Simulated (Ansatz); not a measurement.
## Worked example: correlation energy of PH₃⁻, doublet

Geometry: a PBE0/def2-TZVPD stationary point for this spin, not checked as a minimum.

```yaml
atoms:
  - { symbol: P, position_ang: [0.0018, 0.0023, -0.0694] }
  - { symbol: H, position_ang: [1.1903, -0.0146, 0.7416] }
  - { symbol: H, position_ang: [-0.6305, 1.0185, 0.7295] }
  - { symbol: H, position_ang: [-0.6136, -1.0738, 0.6614] }
```

Basis aug-cc-pVTZ; Ansatz 0.2.0. Only valence electrons are correlated (noble-gas cores frozen), which leaves 9 electrons in 114 orbitals. R marks a restricted (for open shells ROHF) determinant, U an unrestricted one. This anion state lies near or above the neutral species, so the extra electron is weakly bound or unbound and the energies hang on the diffuse functions.

Full CI isn't at hand for all of this; UCCSDT(Q) serves as the reference, and is uncertain by about the last step of the cluster series.

Runs differ by some tens of microhartree through their thresholds and, for an open shell, their frozen cores, so steps under 0.03 kcal/mol mean nothing.

```tsv
level	total energy (hartree)
UHF	-342.457996
UMP2	-342.638702
UCCSD	-342.667213
UCCSD(T)	-342.675533
UCCSDT	-342.676531
UCCSDT(Q)	-342.676910
```

Q: What is the correlation energy at UCCSDT(Q), and what share of it do UMP2 and UCCSD(T) recover?

A: E(corr) = -342.676910 − (-342.457996) = -0.218914 hartree = -5.957 eV. UMP2: -0.180706 / -0.218914 = 82.55 %. UCCSD(T): -0.217537 / -0.218914 = 99.37 %.

Q: By how many kcal/mol does UCCSD(T) miss UCCSDT(Q) (1 hartree = 627.509 kcal/mol), and which steps make up the rest?

A: -342.675533 − (-342.676910) = 0.001377 hartree = 0.86 kcal/mol. Steps: UCCSDT − UCCSD(T) = -0.63, UCCSDT(Q) − UCCSDT = -0.24 kcal/mol. Differences between like states or geometries often cancel part of this.
